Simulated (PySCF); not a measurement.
# Ionising NaCl

r²SCAN; PySCF, no relativity, basis sets Na def2-SVPD, Cl def2-SVPD. Neutral (UKS): singlet (closed shell), Re = 2.387 Å, ωe = 358 cm⁻¹, De = 4.35 eV, HOMO -5.44 eV, LUMO -1.50 eV.

NaCl⁻ (UKS): doublet (σ ↑), Re = 2.527 Å, ωe = 267 cm⁻¹, De = 1.32 eV to Na + Cl⁻. The energies at the minima are -622.31192 hartree for NaCl and -622.33817 for NaCl⁻.

**Question.** Work out the adiabatic electron affinity, without and with harmonic zero-point energies (1 hartree = 27.2114 eV, 1 eV = 8065.5 cm⁻¹), and the change of the bond length.

**Answer.** At r²SCAN: 0.02625 hartree = 0.714 eV between the minima; the zero-point term (358.0 − 267.0)/2 cm⁻¹ = +0.006 eV makes it 0.720 eV. Re changes by +14.0 pm against the neutral. The electron enters a σ orbital; in so polar a molecule the change of length follows mostly from the change of the ionic charges.

For an ion De counts to the pair picked by the measured ionisation energies or electron affinities, which need not be the lowest pair at this level. The highest Kohn–Sham level is positive in this anion. Much of that is self-interaction error, but it also means that the finite basis helps to hold the extra electron. States were picked by a PBE0 search and need not be the measured ground states.
